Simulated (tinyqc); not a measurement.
RKS/PBE0 in the sto-3g basis, for H2F+, spin multiplicity 1, step by step (part 2 of 2). Computed by tinyqc, a small Python program that keeps every step (integrals from PySCF). Command: `OMP_NUM_THREADS=1 python tinyqc.py 24721 24722 out.jsonl` (the two numbers bound the seeds that draw the settings). One thread of a shared host (Intel(R) Xeon(R) Processor @ 2.60GHz), about 0.7 s of CPU time with the checks.

Geometry (angstrom):
```
atom        x         y        z
F     0.00000   0.00000  0.00000
H     0.00000   0.76000  0.60600
H     0.00000  -0.76000  0.60600
```

## Iteration 2: diagonalisation and new density

Kohn-Sham matrix F (hartree), order 1F 1s, 1F 2s, 1F 2px, 1F 2py, 1F 2pz, 2H 1s, 3H 1s:
$$\begin{pmatrix}
-25.21123 & -6.47256 & 0.00000 & 0.00000 & -0.02299 & -1.19338 & -1.19338 \\
-6.47256 & -3.30500 & 0.00000 & 0.00000 & -0.16019 & -1.11415 & -1.11415 \\
0.00000 & 0.00000 & -0.87593 & 0.00000 & 0.00000 & 0.00000 & 0.00000 \\
0.00000 & 0.00000 & 0.00000 & -0.94721 & 0.00000 & -0.42320 & 0.42320 \\
-0.02299 & -0.16019 & 0.00000 & 0.00000 & -0.92496 & -0.39130 & -0.39130 \\
-1.19338 & -1.11415 & 0.00000 & -0.42320 & -0.39130 & -0.88976 & -0.43275 \\
-1.19338 & -1.11415 & 0.00000 & 0.42320 & -0.39130 & -0.43275 & -0.88976
\end{pmatrix}$$

X, order 1F 1s, 1F 2s, 1F 2px, 1F 2py, 1F 2pz, 2H 1s, 3H 1s:
$$\begin{pmatrix}
1.02393 & -0.13835 & 0.00000 & 0.00000 & -0.00725 & 0.01857 & 0.01857 \\
-0.13835 & 1.17237 & 0.00000 & 0.00000 & 0.07318 & -0.23048 & -0.23048 \\
0.00000 & 0.00000 & 1.00000 & 0.00000 & 0.00000 & 0.00000 & 0.00000 \\
0.00000 & 0.00000 & 0.00000 & 1.07264 & 0.00000 & -0.18005 & 0.18005 \\
-0.00725 & 0.07318 & 0.00000 & 0.00000 & 1.03566 & -0.11271 & -0.11271 \\
0.01857 & -0.23048 & 0.00000 & -0.18005 & -0.11271 & 1.14556 & -0.10129 \\
0.01857 & -0.23048 & 0.00000 & 0.18005 & -0.11271 & -0.10129 & 1.14556
\end{pmatrix}$$

Diagonalise F' = X^T F X, C = X C', fill 5 alpha and 5 beta electrons from the bottom; D = 2 C_occ C_occ^T. Each column has its largest component positive (the first on a tie).

F' = X^T F X (hartree):
$$\begin{pmatrix}
-24.74157 & -3.32570 & 0.00000 & 0.00000 & -0.03746 & -0.16879 & -0.16879 \\
-3.32570 & -2.01957 & 0.00000 & 0.00000 & -0.03508 & -0.39006 & -0.39006 \\
0.00000 & 0.00000 & -0.87593 & 0.00000 & 0.00000 & 0.00000 & 0.00000 \\
0.00000 & 0.00000 & 0.00000 & -0.79252 & 0.00000 & -0.30791 & 0.30791 \\
-0.03746 & -0.03508 & 0.00000 & 0.00000 & -0.84623 & -0.21987 & -0.21987 \\
-0.16879 & -0.39006 & 0.00000 & -0.30791 & -0.21987 & -0.48372 & -0.09185 \\
-0.16879 & -0.39006 & 0.00000 & 0.30791 & -0.21987 & -0.09185 & -0.48372
\end{pmatrix}$$

orbital energies (hartree): MO1 -25.22243, MO2 -1.78809, MO3 -1.07152, MO4 -0.94487, MO5 -0.87593, MO6 -0.22753, MO7 -0.11287

coefficients C, order 1F 1s, 1F 2s, 1F 2px, 1F 2py, 1F 2pz, 2H 1s, 3H 1s:
$$\begin{pmatrix}
0.99409 & -0.24817 & 0.00000 & 0.08468 & 0.00000 & 0.10643 & 0.00000 \\
0.02571 & 0.92962 & 0.00000 & -0.40722 & 0.00000 & -0.68885 & 0.00000 \\
0.00000 & 0.00000 & 0.00000 & 0.00000 & 1.00000 & 0.00000 & 0.00000 \\
0.00000 & 0.00000 & 0.76580 & 0.00000 & 0.00000 & 0.00000 & -0.79306 \\
0.00315 & 0.17053 & 0.00000 & 0.85463 & 0.00000 & -0.58644 & 0.00000 \\
-0.00516 & 0.08411 & 0.32403 & 0.20380 & 0.00000 & 0.75019 & 0.83949 \\
-0.00516 & 0.08411 & -0.32403 & 0.20380 & 0.00000 & 0.75019 & -0.83949
\end{pmatrix}$$

D after iteration 2, order 1F 1s, 1F 2s, 1F 2px, 1F 2py, 1F 2pz, 2H 1s, 3H 1s:
$$\begin{pmatrix}
2.11396 & -0.47926 & 0.00000 & 0.00000 & 0.06635 & -0.01749 & -0.01749 \\
-0.47926 & 2.06137 & 0.00000 & 0.00000 & -0.37884 & -0.00988 & -0.00988 \\
0.00000 & 0.00000 & 2.00000 & 0.00000 & 0.00000 & 0.00000 & 0.00000 \\
0.00000 & 0.00000 & 0.00000 & 1.17289 & 0.00000 & 0.49629 & -0.49629 \\
0.06635 & -0.37884 & 0.00000 & 0.00000 & 1.51898 & 0.37700 & 0.37700 \\
-0.01749 & -0.00988 & 0.00000 & 0.49629 & 0.37700 & 0.30726 & -0.11272 \\
-0.01749 & -0.00988 & 0.00000 & -0.49629 & 0.37700 & -0.11272 & 0.30726
\end{pmatrix}$$

## Iteration 24 (converged): orbitals

converged F (hartree), order 1F 1s, 1F 2s, 1F 2px, 1F 2py, 1F 2pz, 2H 1s, 3H 1s:
$$\begin{pmatrix}
-25.06613 & -6.44150 & 0.00000 & 0.00000 & -0.02158 & -1.18773 & -1.18773 \\
-6.44150 & -3.23412 & 0.00000 & 0.00000 & -0.16409 & -1.09428 & -1.09428 \\
0.00000 & 0.00000 & -0.80188 & 0.00000 & 0.00000 & 0.00000 & 0.00000 \\
0.00000 & 0.00000 & 0.00000 & -0.88175 & 0.00000 & -0.41372 & 0.41372 \\
-0.02158 & -0.16409 & 0.00000 & 0.00000 & -0.85580 & -0.38510 & -0.38510 \\
-1.18773 & -1.09428 & 0.00000 & -0.41372 & -0.38510 & -0.87734 & -0.42704 \\
-1.18773 & -1.09428 & 0.00000 & 0.41372 & -0.38510 & -0.42704 & -0.87734
\end{pmatrix}$$

As before.

F' = X^T F X (hartree):
$$\begin{pmatrix}
-24.59667 & -3.32040 & 0.00000 & 0.00000 & -0.03581 & -0.16808 & -0.16808 \\
-3.32040 & -1.94902 & 0.00000 & 0.00000 & -0.03699 & -0.38588 & -0.38588 \\
0.00000 & 0.00000 & -0.80188 & 0.00000 & 0.00000 & 0.00000 & 0.00000 \\
0.00000 & 0.00000 & 0.00000 & -0.72409 & 0.00000 & -0.30876 & 0.30876 \\
-0.03581 & -0.03699 & 0.00000 & 0.00000 & -0.77537 & -0.22086 & -0.22086 \\
-0.16808 & -0.38588 & 0.00000 & -0.30876 & -0.22086 & -0.47733 & -0.09163 \\
-0.16808 & -0.38588 & 0.00000 & 0.30876 & -0.22086 & -0.09163 & -0.47733
\end{pmatrix}$$

orbital energies (hartree): MO1 -25.07752, MO2 -1.72556, MO3 -1.02319, MO4 -0.88164, MO5 -0.80188, MO6 -0.20532, MO7 -0.08661

coefficients C, order 1F 1s, 1F 2s, 1F 2px, 1F 2py, 1F 2pz, 2H 1s, 3H 1s:
$$\begin{pmatrix}
0.99403 & -0.24604 & 0.00000 & 0.09087 & 0.00000 & 0.10688 & 0.00000 \\
0.02597 & 0.91630 & 0.00000 & -0.43840 & 0.00000 & -0.68754 & 0.00000 \\
0.00000 & 0.00000 & 0.00000 & 0.00000 & 1.00000 & 0.00000 & 0.00000 \\
0.00000 & 0.00000 & 0.74105 & 0.00000 & 0.00000 & 0.00000 & -0.81623 \\
0.00311 & 0.17342 & 0.00000 & 0.83502 & 0.00000 & -0.61324 & 0.00000 \\
-0.00520 & 0.09563 & 0.34969 & 0.22458 & 0.00000 & 0.74284 & 0.82913 \\
-0.00520 & 0.09563 & -0.34969 & 0.22458 & 0.00000 & 0.74284 & -0.82913
\end{pmatrix}$$

D after iteration 24, order 1F 1s, 1F 2s, 1F 2px, 1F 2py, 1F 2pz, 2H 1s, 3H 1s:
$$\begin{pmatrix}
2.11377 & -0.47893 & 0.00000 & 0.00000 & 0.07261 & -0.01659 & -0.01659 \\
-0.47893 & 2.06496 & 0.00000 & 0.00000 & -0.41417 & -0.02194 & -0.02194 \\
0.00000 & 0.00000 & 2.00000 & 0.00000 & 0.00000 & 0.00000 & 0.00000 \\
0.00000 & 0.00000 & 0.00000 & 1.09832 & 0.00000 & 0.51828 & -0.51828 \\
0.07261 & -0.41417 & 0.00000 & 0.00000 & 1.45468 & 0.40820 & 0.40820 \\
-0.01659 & -0.02194 & 0.00000 & 0.51828 & 0.40820 & 0.36378 & -0.12535 \\
-0.01659 & -0.02194 & 0.00000 & -0.51828 & 0.40820 & -0.12535 & 0.36378
\end{pmatrix}$$

## Convergence

Stop when the energy changes by less than 1e-08 hartree and every element of the error matrix X^T (F D S - S D F) X is below 3e-05.

Course of the cycle:
```
iteration  E (hartree)     change  largest element of the error matrix
1          -98.7204698          -                             4.21e-01
2          -98.9696961  -2.49e-01                             1.07e-01
3          -98.9774111  -7.72e-03                             6.84e-02
4          -98.9803235  -2.91e-03                             4.90e-02
5          -98.9817647  -1.44e-03                             3.32e-02
6          -98.9824226  -6.58e-04                             2.30e-02
7          -98.9827415  -3.19e-04                             1.58e-02
8          -98.9828900  -1.48e-04                             1.09e-02
9          -98.9829611  -7.11e-05                             7.47e-03
10         -98.9829946  -3.34e-05                             5.15e-03
11         -98.9830105  -1.59e-05                             3.54e-03
12         -98.9830180  -7.51e-06                             2.44e-03
13         -98.9830215  -3.56e-06                             1.68e-03
14         -98.9830232  -1.68e-06                             1.15e-03
15         -98.9830240  -7.99e-07                             7.94e-04
16         -98.9830244  -3.78e-07                             5.46e-04
17         -98.9830246  -1.79e-07                             3.76e-04
18         -98.9830247  -8.48e-08                             2.59e-04
19         -98.9830247  -4.01e-08                             1.78e-04
20         -98.9830247  -1.90e-08                             1.23e-04
21         -98.9830247  -9.00e-09                             8.43e-05
22         -98.9830247  -4.26e-09                             5.80e-05
23         -98.9830247  -2.02e-09                             3.99e-05
24         -98.9830247  -9.56e-10                             2.75e-05
```

PySCF RKS in the same basis, fine grid = -99.1516107 hartree

Converged in 24 iterations. The coarse grid moves the energy by +1.69e-01 hartree.

## Populations, bond orders and dipole

overlap S, order 1F 1s, 1F 2s, 1F 2px, 1F 2py, 1F 2pz, 2H 1s, 3H 1s:
$$\begin{pmatrix}
1.00000 & 0.23799 & 0.00000 & 0.00000 & 0.00000 & 0.04339 & 0.04339 \\
0.23799 & 1.00000 & 0.00000 & 0.00000 & 0.00000 & 0.41280 & 0.41280 \\
0.00000 & 0.00000 & 1.00000 & 0.00000 & 0.00000 & 0.00000 & 0.00000 \\
0.00000 & 0.00000 & 0.00000 & 1.00000 & 0.00000 & 0.25787 & -0.25787 \\
0.00000 & 0.00000 & 0.00000 & 0.00000 & 1.00000 & 0.20562 & 0.20562 \\
0.04339 & 0.41280 & 0.00000 & 0.25787 & 0.20562 & 1.00000 & 0.24952 \\
0.04339 & 0.41280 & 0.00000 & -0.25787 & 0.20562 & 0.24952 & 1.00000
\end{pmatrix}$$

Mulliken: Z minus the diagonal of D S on the atom; Loewdin: the same with S^(1/2) D S^(1/2); Mayer order: 2 sum_s sum (D(s) S)_ij (D(s) S)_ji over the two atoms.

Charges (e):
```
atom  Mulliken  Loewdin
1F     0.08062  0.23615
2H     0.45969  0.38193
3H     0.45969  0.38193
```

Mayer bond orders:
```
pair    order
2-1   0.77984
3-1   0.77984
3-2   0.00885
```

dipole moment about the origin, x y z (debye): [0.00000, 0.00000, 3.05445]
